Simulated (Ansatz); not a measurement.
# SiN₂H₆: vertical ionisation energy

How much energy removes an electron from SiN₂H₆ at fixed geometry? The cation is run at each level and the neutral's energy taken from earlier runs.

Method: unrestricted cation, the program's frozen cores in correlated methods; program: Ansatz 0.2.0, Gaussian basis.

The runs, in order: UKS PBE-D4/def2-TZVPP; UKS r2SCAN-D4/def2-TZVPP; UKS PBE0-D4/def2-TZVPP; UKS B3LYP-D4/def2-TZVPP; UKS wB97X-V/def2-TZVPP; UKS wB97M-V/def2-TZVPP; UKS B2PLYP/def2-TZVPP; UHF-CCSD(T)/def2-TZVPP; UHF-CCSD(T)/def2-QZVPP; extrapolation to the limit; then −ε(HOMO) from the neutral's earlier runs with LDA (SPW92), PBE-D4, revPBE-D4, BLYP-D4, r2SCAN-D4, B97M-V, PBE0-D4, B3LYP-D4, r2SCANh-D4, r2SCAN0-D4, HSE06-D4, BHLYP-D4, CAM-B3LYP-D4, LC-ωPBE, ωB97X-V, ωB97M-V.

## (1) Structure used throughout

All runs share one geometry, relaxed beforehand with PBE0-D4 in a triple-zeta def2 set.

SMILES `N[SiH2]N`, 9 atoms, charge 0, spin multiplicity 1.

Atoms are counted from 1 here; the program's logs count them from 0.

Bond lengths: N1–Si2 1.711 Å, N1–H4 1.007 Å, N1–H5 1.006 Å, Si2–N3 1.711 Å, Si2–H6 1.493 Å, Si2–H7 1.493 Å, N3–H8 1.006 Å, N3–H9 1.007 Å. Angles: Si2–N1–H4 121.6°, Si2–N1–H5 120.5°, H4–N1–H5 112.1°, N1–Si2–N3 108.5°, N1–Si2–H6 103.5°, N1–Si2–H7 117.1°, N3–Si2–H6 117.1°, N3–Si2–H7 103.5°, H6–Si2–H7 107.8°, Si2–N3–H8 120.5°, Si2–N3–H9 121.6°, H8–N3–H9 112.1°.

## (2) Cation, UKS PBE-D4/def2-TZVPP

Input file in.yaml:

```yaml
crystal:
  periodic: [false, false, false]
  atoms:
    - {symbol: N, position_ang: [-0.804702, 0.131399, -1.204903]}
    - {symbol: Si, position_ang: [0.419995, 0.361846, -0.032559]}
    - {symbol: N, position_ang: [0.157264, -0.738626, 1.250922]}
    - {symbol: H, position_ang: [-0.948321, -0.760188, -1.649553]}
    - {symbol: H, position_ang: [-1.109913, 0.896399, -1.782437]}
    - {symbol: H, position_ang: [0.324649, 1.816307, 0.288739]}
    - {symbol: H, position_ang: [1.824214, 0.078363, -0.451618]}
    - {symbol: H, position_ang: [0.930208, -1.084986, 1.793615]}
    - {symbol: H, position_ang: [-0.704793, -0.746913, 1.770594]}
basis:
  gaussian: {orbitals: def2-TZVPP}
total_charge: 1
magnetization: {spin_polarized: true, initial_magnetization: 1}
hamiltonian: {xc: pbe, dispersion: d4}
```

Launch:

```console
> ansatz run in.yaml --threads 2 --pin off --events-out ev --progress --plain --max-ram 22528MiB --backend cpu
```

The program printed:

```text
Functional definition: PBE
  name "PBE"
  cite "Perdew, Burke & Ernzerhof, Phys. Rev. Lett. 77, 3865 (1996) doi:10.1103/PhysRevLett.77.3865"
  parent pbe
  parameter kappa = 0.804
  parameter beta = 0.06672455060314922
  exchange = pbe_x(kappa = kappa, mu = beta*pi^2/3)
  correlation = pbe_c(beta = beta)
952 factors; their error is unknown
mean field evaluation 1: about -10909.2458 eV, gradient 9.2e1 eV
mean field evaluation 2: about -10763.5661 eV, gradient 1.6e2 eV
mean field evaluation 4: about -10939.7246 eV, gradient 1.7e1 eV
mean field evaluation 8: about -10941.7398 eV, gradient 5.9e-1 eV
mean field evaluation 16: about -10941.7238 eV, gradient 7.7e-4 eV
mean field -10941.72382105 eV, -402.1009338568 hartree, gradient 3.1e-5 eV, S^2 0.753616; 1 other end points of the search recorded, 0 dependent functions left out
reference -10941.72385903 eV, -402.1009352524 hartree; 17, 16 occupied and 171, 172 virtual orbitals, 952 factors
Total energy: -10941.83673826 eV, -402.1050834877 hartree
```

It took 4.3 s on 2 threads of AMD EPYC 7R13, shared host; peak memory 0.41 GiB.

Less the neutral's -10950.8061 eV (earlier run), this gives 8.969 eV. ⟨S²⟩ = 0.754.

## (3) Cation, UKS r2SCAN-D4/def2-TZVPP

in.yaml: that of step 2 with these lines changed.

```diff
@@ -16,2 +16,2 @@
 magnetization: {spin_polarized: true, initial_magnetization: 1}
-hamiltonian: {xc: pbe, dispersion: d4}
+hamiltonian: {xc: r2scan, dispersion: d4}
```

Launched as before.

The program printed:

```text
Functional definition: r2SCAN
  name "r2SCAN"
  cite "Furness, Kaplan, Ning, Perdew & Sun, J. Phys. Chem. Lett. 11, 8208 (2020) doi:10.1021/acs.jpclett.0c02405"
  cite "Furness, Kaplan, Ning, Perdew & Sun, J. Phys. Chem. Lett. 11, 9248 (2020) doi:10.1021/acs.jpclett.0c03077"
  parent r2scan
  parameter k0 = 0.174
  parameter k1 = 0.065
  parameter a1 = 4.9479
  exchange = r2scan_x(k0 = k0, k1 = k1, a1 = a1)
  correlation = r2scan_c
952 factors; their error is unknown
mean field evaluation 1: about -10919.4823 eV, gradient 8.4e1 eV
mean field evaluation 2: about -10811.6057 eV, gradient 1.5e2 eV
mean field evaluation 4: about -10945.6586 eV, gradient 1.5e1 eV
mean field evaluation 8: about -10947.1499 eV, gradient 4.5e-1 eV
mean field evaluation 16: about -10947.1290 eV, gradient 1.0e-3 eV
mean field -10947.12902953 eV, -402.2995716047 hartree, gradient 4.3e-5 eV, S^2 0.758410; 1 other end points of the search recorded, 0 dependent functions left out
reference -10947.12904204 eV, -402.2995720643 hartree; 17, 16 occupied and 171, 172 virtual orbitals, 952 factors
Total energy: -10947.15542958 eV, -402.3005417885 hartree
```

Wall time 8.5 s (2 threads of AMD EPYC 7R13, shared host); peak memory 0.45 GiB.

The neutral molecule at this level: -10956.2689 eV. Difference: 9.113 eV. ⟨S²⟩ = 0.758.

## (4) Cation, UKS PBE0-D4/def2-TZVPP

in.yaml: that of step 3 with these lines changed.

```diff
@@ -16,2 +16,2 @@
 magnetization: {spin_polarized: true, initial_magnetization: 1}
-hamiltonian: {xc: r2scan, dispersion: d4}
+hamiltonian: {xc: pbe0, dispersion: d4}
```

The command is unchanged.

The program printed:

```text
Functional definition: PBE0
  name "PBE0"
  cite "Adamo & Barone, J. Chem. Phys. 110, 6158 (1999) doi:10.1063/1.478522"
  cite "Perdew, Burke & Ernzerhof, Phys. Rev. Lett. 77, 3865 (1996) doi:10.1103/PhysRevLett.77.3865"
  parent pbe
  parameter a = 0.25
  parameter kappa = 0.804
  parameter beta = 0.06672455060314922
  exchange = (1 - a)*pbe_x(kappa = kappa, mu = beta*pi^2/3) + a*exact_x
  correlation = pbe_c(beta = beta)
955 factors; their error is unknown
mean field evaluation 1: about -10919.3009 eV, gradient 7.7e1 eV
mean field evaluation 2: about -10867.2647 eV, gradient 1.2e2 eV
mean field evaluation 4: about -10941.8011 eV, gradient 1.0e1 eV
mean field evaluation 8: about -10942.4142 eV, gradient 3.0e-1 eV
mean field evaluation 16: about -10942.4394 eV, gradient 6.9e-4 eV
mean field -10942.43942328 eV, -402.1272317537 hartree, gradient 4.8e-5 eV, S^2 0.760306; 2 other end points of the search recorded, 0 dependent functions left out
reference -10942.43945099 eV, -402.1272327719 hartree; 17, 16 occupied and 171, 172 virtual orbitals, 955 factors
Total energy: -10942.53318031 eV, -402.1306772609 hartree
```

It took 4.5 s on 2 threads of AMD EPYC 7R13, shared host; peak memory 0.47 GiB.

Less the neutral's -10951.8880 eV (earlier run), this gives 9.355 eV. ⟨S²⟩ = 0.760.

## (5) Cation, UKS B3LYP-D4/def2-TZVPP

in.yaml: that of step 4 with these lines changed.

```diff
@@ -16,2 +16,2 @@
 magnetization: {spin_polarized: true, initial_magnetization: 1}
-hamiltonian: {xc: pbe0, dispersion: d4}
+hamiltonian: {xc: {name: B3LYP}, dispersion: d4}
```

Launched as before.

The program printed (excerpt; [...] marks lines left out):

```text
Functional definition: B3LYP
  name "B3LYP"
  cite "Stephens, Devlin, Chabalowski & Frisch, J. Phys. Chem. 98, 11623 (1994) doi:10.1021/j100096a001"
  cite "Becke, Phys. Rev. A 38, 3098 (1988) doi:10.1103/PhysRevA.38.3098"
  cite "Lee, Yang & Parr, Phys. Rev. B 37, 785 (1988) doi:10.1103/PhysRevB.37.785"
  cite "Vosko, Wilk & Nusair, Can. J. Phys. 58, 1200 (1980) doi:10.1139/p80-159"
[...]
955 factors; their error is unknown
[...]
mean field -10950.16417311 eV, -402.4111110741 hartree, gradient 2.2e-5 eV, S^2 0.758464; 2 other end points of the search recorded, 0 dependent functions left out
reference -10950.16440918 eV, -402.4111197494 hartree; 17, 16 occupied and 171, 172 virtual orbitals, 955 factors
Total energy: -10950.34716664 eV, -402.4178359621 hartree
```

Wall time 3.9 s (2 threads of AMD EPYC 7R13, shared host); peak memory 0.48 GiB.

The neutral molecule at this level: -10959.7109 eV. Difference: 9.364 eV. ⟨S²⟩ = 0.758.

## (6) Cation, UKS wB97X-V/def2-TZVPP

in.yaml: that of step 5 with these lines changed.

```diff
@@ -16,2 +16,2 @@
 magnetization: {spin_polarized: true, initial_magnetization: 1}
-hamiltonian: {xc: {name: B3LYP}, dispersion: d4}
+hamiltonian: {xc: {name: wB97X-V}}
```

Same command.

The program printed (excerpt; [...] marks lines left out):

```text
Functional definition: wB97X-V
  name "wB97X-V"
  cite "Mardirossian & Head-Gordon, Phys. Chem. Chem. Phys. 16, 9904 (2014) doi:10.1039/C3CP54374A"
  cite "Becke, J. Chem. Phys. 107, 8554 (1997) doi:10.1063/1.475007"
  cite "Vydrov & Van Voorhis, J. Chem. Phys. 133, 244103 (2010) doi:10.1063/1.3521275"
[...]
      + integral(e_c_pw_opposite_spin*poly(b97_u_opposite, cos0, cos1)) + vv10(b, c)
955 factors; their error is unknown
238 factors; integrals over basis functions are off by at most 1.1e-5 eV
[...]
mean field -10946.78015138 eV, -402.2867505691 hartree, gradient 2.1e-5 eV, S^2 0.762400; 2 other end points of the search recorded, 0 dependent functions left out
reference -10946.78014963 eV, -402.2867505049 hartree; 17, 16 occupied and 171, 172 virtual orbitals, 955 factors
Total energy: -10946.78014963 eV, -402.2867505049 hartree
```

It took 20 s on 2 threads of AMD EPYC 7R13, shared host; peak memory 0.79 GiB.

Less the neutral's -10956.4763 eV (earlier run), this gives 9.696 eV. ⟨S²⟩ = 0.762.

## (7) Cation, UKS wB97M-V/def2-TZVPP

in.yaml: that of step 6 with these lines changed.

```diff
@@ -16,2 +16,2 @@
 magnetization: {spin_polarized: true, initial_magnetization: 1}
-hamiltonian: {xc: {name: wB97X-V}}
+hamiltonian: {xc: {name: wB97M-V}}
```

Launched as before.

The program printed (excerpt; [...] marks lines left out):

```text
Functional definition: wB97M-V
  name "wB97M-V"
  cite "Mardirossian & Head-Gordon, J. Chem. Phys. 144, 214110 (2016) doi:10.1063/1.4952647"
  cite "Becke, J. Chem. Phys. 107, 8554 (1997) doi:10.1063/1.475007"
  cite "Vydrov & Van Voorhis, J. Chem. Phys. 133, 244103 (2010) doi:10.1063/1.3521275"
  # Of w^i u^j: cxij and so on, Table III.
[...]
  gx(w, u) = 1 - cx + cx01*u + cx10*w
  gss(w, u) = css00 + css04*u^4 + css10*w + css20*w^2 + css43*w^4*u^3
  gos(w, u) = cos00 + cos10*w + (cos20 + cos21*u)*w^2 + (cos60 + cos61*u)*w^6
[...]
      + integral(e_c_pw_mod_opposite_spin*gos(b97_w_opposite, b97_u_opposite)) + vv10(b, c)
955 factors; their error is unknown
238 factors; integrals over basis functions are off by at most 1.1e-5 eV
[...]
mean field -10947.04339254 eV, -402.2964245032 hartree, gradient 2.6e-5 eV, S^2 0.760295; 2 other end points of the search recorded, 0 dependent functions left out
reference -10947.04343633 eV, -402.2964261125 hartree; 17, 16 occupied and 171, 172 virtual orbitals, 955 factors
Total energy: -10947.04343633 eV, -402.2964261125 hartree
```

It took 22 s on 2 threads of AMD EPYC 7R13, shared host; peak memory 0.82 GiB.

Less the neutral's -10956.7012 eV (earlier run), this gives 9.658 eV. ⟨S²⟩ = 0.760.

## (8) Cation, UKS B2PLYP (frozen core)/def2-TZVPP

in.yaml: that of step 7 with these lines changed.

```diff
@@ -16,2 +16,2 @@
 magnetization: {spin_polarized: true, initial_magnetization: 1}
-hamiltonian: {xc: {name: wB97M-V}}
+hamiltonian: {xc: {name: B2PLYP}}
```

Launched as before.

The program printed (excerpt; [...] marks lines left out):

```text
Functional definition: B2PLYP
  name "B2PLYP"
  cite "Grimme, J. Chem. Phys. 124, 034108 (2006) doi:10.1063/1.2148954"
  cite "Becke, Phys. Rev. A 38, 3098 (1988) doi:10.1103/PhysRevA.38.3098"
  cite "Lee, Yang & Parr, Phys. Rev. B 37, 785 (1988) doi:10.1103/PhysRevB.37.785"
[...]
1079 factors; integrals over basis functions are off by at most 9.5e-4 eV
[...]
mean field -10938.69318018 eV, -401.9895598590 hartree, gradient 2.8e-6 eV, S^2 0.762646; 4 other end points of the search recorded, 0 dependent functions left out
7 core orbitals not correlated: weight in the atoms' cores, before any rotation towards them, 1.000 or more for the frozen orbitals, at most 0.000 for the correlated occupied ones
reference -10938.69333142 eV, -401.9895654170 hartree; 10, 9 occupied and 171, 172 virtual orbitals, 1079 factors
second order -16.97375383 eV of doubles, -0.00000000 eV of singles
Total energy: -10943.27624495 eV, -402.1579843830 hartree
```

It took 19 s on 2 threads of AMD EPYC 7R13, shared host; peak memory 0.59 GiB.

Less the neutral's -10953.0107 eV (earlier run), this gives 9.734 eV. ⟨S²⟩ = 0.763.

## (9) Cation, UHF-CCSD(T)/def2-TZVPP

in.yaml: that of step 8 with these lines changed.

```diff
@@ -16,2 +16,3 @@
 magnetization: {spin_polarized: true, initial_magnetization: 1}
-hamiltonian: {xc: {name: B2PLYP}}
+correlation: {method: ccsd_t}
+scf: {omitted_lower_state_checks: [cluster_reference]}
```

Launch:

```console
> ansatz run in.yaml --threads 2 --pin off --events-out ev --progress --plain --max-ram 22528MiB --backend cuda --devices 0, --max-vram 18GiB
```

The program printed (excerpt; [...] marks lines left out):

```text
Functional definition: HF
  name "HF"
  cite "Fock, Z. Phys. 61, 126 (1930) doi:10.1007/BF01340294"
  parent pbe
[...]
1079 factors; integrals over basis functions are off by at most 9.5e-4 eV
[...]
mean field -10915.49040622 eV, -401.1368736436 hartree, gradient 2.9e-6 eV, S^2 0.761866; 5 other end points of the search recorded, 0 dependent functions left out
7 core orbitals not correlated: weight in the atoms' cores, before any rotation towards them, 1.000 or more for the frozen orbitals, at most 0.000 for the correlated occupied ones
reference -10915.49040622 eV, -401.1368736436 hartree; 10, 9 occupied and 171, 172 virtual orbitals, 1079 factors
second order -13.73687620 eV of doubles, -0.00000000 eV of singles
cycle   1  -14.43054060 eV  change   -6.9e-1 eV  update   7.9e-2
[...]
cycle  19  -14.91855194 eV  change   -1.3e-5 eV  update   1.5e-5
perturbative correction -0.51759721 eV, -0.0190213467 hartree
Total energy: -10930.92655537 eV, -401.7041416618 hartree
Checks for a lower state left out: cluster_reference
```

Wall time 6 s (1 × H100 (card shared with other runs) with 2 threads of AMD EPYC 7R13, shared host); peak host memory 0.84 GiB.

The neutral molecule at this level: -10940.7478 eV. Difference: 9.821 eV. ⟨S²⟩ = 0.762. T1 = 0.046 (report).

## (10) Cation, UHF-CCSD(T)/def2-QZVPP

in.yaml: that of step 9 with these lines changed.

```diff
@@ -13,3 +13,3 @@
 basis:
-  gaussian: {orbitals: def2-TZVPP}
+  gaussian: {orbitals: "def2-QZVPP.json"}
 total_charge: 1
```

Launched as before.

The program printed (excerpt; [...] marks lines left out):

```text
Functional definition: HF
  name "HF"
  cite "Fock, Z. Phys. 61, 126 (1930) doi:10.1007/BF01340294"
  parent pbe
[...]
2142 factors; integrals over basis functions are off by at most 7.0e-4 eV
[...]
mean field -10915.89940402 eV, -401.1519040354 hartree, gradient 1.8e-6 eV, S^2 0.761953; 5 other end points of the search recorded, 0 dependent functions left out
7 core orbitals not correlated: weight in the atoms' cores, before any rotation towards them, 1.000 or more for the frozen orbitals, at most 0.000 for the correlated occupied ones
reference -10915.89940402 eV, -401.1519040354 hartree; 10, 9 occupied and 347, 348 virtual orbitals, 2142 factors
second order -14.76273619 eV of doubles, -0.00000000 eV of singles
cycle   1  -15.28434509 eV  change   -5.2e-1 eV  update   8.0e-2
[...]
cycle  19  -15.78218774 eV  change   -1.7e-5 eV  update   1.5e-5
perturbative correction -0.58323138 eV, -0.0214333578 hartree
Total energy: -10932.26482313 eV, -401.7533220949 hartree
Checks for a lower state left out: cluster_reference
```

Run time: 40 s. Hardware: 1 × H100 (card shared with other runs) with 2 threads of AMD EPYC 7R13, shared host; peak host memory 1.7 GiB.

Less the neutral's -10942.1870 eV (earlier run), this gives 9.922 eV. ⟨S²⟩ = 0.762. T1 = 0.045 (report).

## (11) Extrapolating to the complete basis

This step is arithmetic on the last runs, with X = 3 and 4: exp(−7.88√X) for Hartree-Fock, X^−2.97 for correlation.

```
  level  energy at the limit (eV)
     HF               -10915.9557
    MP2               -10931.4784
   CCSD               -10932.3777
CCSD(T)               -10933.0095
```

The neutral's limit, from its own earlier runs, is -10942.9972 eV.

## (12) The ladder

Differences are taken before rounding.

```
            method  ionisation energy (eV)  from CCSD(T)/CBS (eV)         time
            PBE-D4                    8.97                  -1.02        6.6 s
         r2SCAN-D4                    9.11                  -0.87         12 s
           PBE0-D4                    9.35                  -0.63        7.3 s
          B3LYP-D4                    9.36                  -0.62        7.5 s
           ωB97X-V                    9.70                  -0.29         27 s
           ωB97M-V                    9.66                  -0.33         31 s
            B2PLYP                    9.73                  -0.25         24 s
     HF/def2-TZVPP                    8.53                  -1.46             
    MP2/def2-TZVPP                   10.08                  +0.09             
   CCSD/def2-TZVPP                    9.77                  -0.22             
CCSD(T)/def2-TZVPP                    9.82                  -0.17  9.8 s (GPU)
       CCSD(T)/CBS                    9.99                      0   61 s (GPU)
```

Some runs used a GPU and others CPU threads alone; cost is compared among the CPU runs only.

Among the levels timed on like hardware, those that no quicker one beats, quickest first: PBE-D4 (6.6 s, -1.02 eV); PBE0-D4 (7.3 s, -0.63 eV); B3LYP-D4 (7.5 s, -0.62 eV); B2PLYP (24 s, -0.25 eV).

Times add the cation's run and the neutral's; HF, MP2 and CCSD come out of the CCSD(T) runs.

Orbital estimates, from the neutral's runs:

```
  functional  −ε(HOMO) (eV)  by energy difference (eV)
 LDA (SPW92)           5.89                           
      PBE-D4           5.78                       8.97
   revPBE-D4           5.74                           
     BLYP-D4           5.68                           
   r2SCAN-D4           6.08                       9.11
      B97M-V           6.22                           
     PBE0-D4           7.18                       9.35
    B3LYP-D4           6.96                       9.36
  r2SCANh-D4           6.61                           
  r2SCAN0-D4           7.40                           
    HSE06-D4           6.78                           
    BHLYP-D4           8.52                           
CAM-B3LYP-D4           8.62                           
     LC-ωPBE          10.00                           
     ωB97X-V           9.65                       9.70
     ωB97M-V           9.54                       9.66
```

## (13) Results

| quantity | value |
| --- | --- |
| ionisation energy, CCSD(T)/CBS | 9.99 eV |
| nearest functional by difference | B2PLYP (-0.25 eV) |
| nearest −ε(HOMO) | LC-ωPBE (+0.02 eV) |
| −ε(HOMO) of PBE | 5.78 eV |
| T1 of the cation | 0.046 |

In words: By cation minus neutral, the functionals miss by 1.02 eV at most. −ε(HOMO) of PBE misses by 4.2 eV, since self-interaction lifts the level. Among orbital estimates LC-ωPBE comes nearest. Hartree-Fock falls 1.46 eV short, as the neutral has more correlation energy than the cation. The cation's T1 (from the report) is 0.046, above the customary mark of 0.045 for open shells, so the coupled-cluster value is less safe. The cation may have settled in a state other than its lowest; no search over hole states beyond the program's own was made.

For cost: B2PLYP gets within 0.25 eV in 24 s; the quickest level in the cost chart, PBE-D4, takes 6.6 s and misses by 1.02 eV.
